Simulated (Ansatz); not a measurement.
# NH₃F (doublet): wave-function methods side by side at distance N1–H4 along a hydrogen transfer = 0.942 Å, cc-pVDZ

How much of the correlation energy of NH₃F (doublet) does each wave-function method recover here?

Program: Ansatz 0.2.0, Gaussian basis. Level of theory: cc-pVDZ, core rule «outside noble gas», up to 2 orbitals frozen. These are calculated values, not measurements.

The runs, in order: UHF; CCSD(T) on ROHF; CCSD(T) on UHF; BCCD(T) on ROHF; CISD; CCSDT(Q) on ROHF; CCSDT(Q) on UHF; CASSCF and MRCISD+Q, 3 electrons in 3 orbitals; CASSCF and NEVPT2, 3 electrons in 3 orbitals; CASSCF and NEVPT2, 15 electrons in 11 orbitals.

11 further runs of the same task are left out: 1 for a known fault of the program, 2 for a mislabelled method, 6 that didn't finish, 2 set aside as unsound or not needed.

### 1 The geometry

The geometry derives from fragments relaxed apart (PBE0/def2-TZVP) and kept rigid, so it is no stationary point. A hydrogen atom is moved between rigid fragments.

5 atoms, charge 0, spin multiplicity 2.

Atoms are counted from 1 here; the program's logs count them from 0.

Bond lengths: N1–H2 1.012 Å, N1–H3 1.012 Å, N1–H4 0.942 Å. Angles: H2–N1–H3 107.1°, H2–N1–H4 107.1°, H3–N1–H4 107.1°.

Geometry (Å):

```xyz
5
charge 0, multiplicity 2
N    -1.13922   -0.01582   -0.02463
H    -1.43650    0.95201   -0.02463
H    -1.43650   -0.41812    0.85563
H    -0.19722   -0.01582   -0.02463
F     1.00278   -0.01582   -0.02463
```

### 2 UHF

Contents of in.yaml:

```yaml
crystal:
  periodic: [false, false, false]
  atoms:
    - {symbol: N, position_ang: [-1.139217, -0.015822, -0.024626]}
    - {symbol: H, position_ang: [-1.436497, 0.952012, -0.024625]}
    - {symbol: H, position_ang: [-1.436497, -0.418121, 0.855634]}
    - {symbol: H, position_ang: [-0.197217, -0.015821, -0.024626]}
    - {symbol: F, position_ang: [1.002783, -0.015821, -0.024626]}
basis:
  gaussian: {orbitals: cc-pVDZ}
magnetization: {spin_polarized: true, initial_magnetization: 1}
hamiltonian: {xc: hf}
output: {orbitals: {seedname: orbitals}}
```

On the command line:

```bash
$ ansatz run in.yaml --threads 1 --pin off --events-out ev --progress --plain --max-ram 2393MiB
```

After this run come: CCSD(T) on ROHF; CCSD(T) on UHF; BCCD(T) on ROHF; CISD; CCSDT(Q) on ROHF; CCSDT(Q) on UHF; CASSCF and MRCISD+Q, 3 electrons in 3 orbitals; CASSCF and NEVPT2, 3 electrons in 3 orbitals; CASSCF and NEVPT2, 15 electrons in 11 orbitals.

Q: Predict the results of all the runs planned. Wanted: UCCSDT(Q) below the RHF energy; RMP2 from UCCSDT(Q); UMP2 from UCCSDT(Q); RCCSD from UCCSDT(Q); RCCSD(T) from UCCSDT(Q); UCCSD(T) from UCCSDT(Q); RCCSDT(Q) from UCCSDT(Q); NEVPT2 pair from UCCSDT(Q); NEVPT2 valence from UCCSDT(Q).

**Answer**, as computed:

| quantity | value |
| --- | --- |
| UCCSDT(Q) below the RHF energy | -10.7645 eV |
| RMP2 from UCCSDT(Q) | +1114.7 meV |
| UMP2 from UCCSDT(Q) | +1067.0 meV |
| RCCSD from UCCSDT(Q) | +234.6 meV |
| RCCSD(T) from UCCSDT(Q) | +46.5 meV |
| UCCSD(T) from UCCSDT(Q) | +42.2 meV |
| RCCSDT(Q) from UCCSDT(Q) | +0.7 meV |
| NEVPT2 pair from UCCSDT(Q) | +984.2 meV |
| NEVPT2 valence from UCCSDT(Q) | +1458.3 meV |
| levels within 1 kcal/mol (43 meV) | UCCSD(T), BCCD(T), RCCSDT, UCCSDT, RCCSDT(Q) |
| T1 diagnostic | 0.068 |
| effectively unpaired electrons | 1.01 |

RCCSD(T) lands +46.5 meV from the yardstick (0.4 % of the correlation energy). The occupations are near whole numbers, but T1 = 0.068 shows that the orbitals relax strongly. Of the multireference levels listed NEVPT2 pair comes nearest in total energy (+984.2 meV), which doesn't show that its space is the better one. These misses are within one basis, not against nature; the frozen cores of restricted and unrestricted runs differ, which can shift their rows.
